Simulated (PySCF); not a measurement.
ethane (C2H6), SMILES CC. Geometry optimised at PBE-D3(BJ)/def2-TZVP.

Computed equilibrium geometry at PBE-D3(BJ)/def2-TZVP (PySCF confirms it by a frequency run) as a Z-matrix, and its point group:
point group D3d.
```
C
H 1 1.0998
H 1 1.0998 2 107.44
H 1 1.0998 2 107.44 3 -115.35
C 1 1.5277 2 111.43 4 -122.33
H 5 1.0998 1 111.43 2 -180.00
H 5 1.0998 6 107.44 1 122.33
H 5 1.0998 6 107.44 7 115.35
```
Charge 0, spin multiplicity 1.
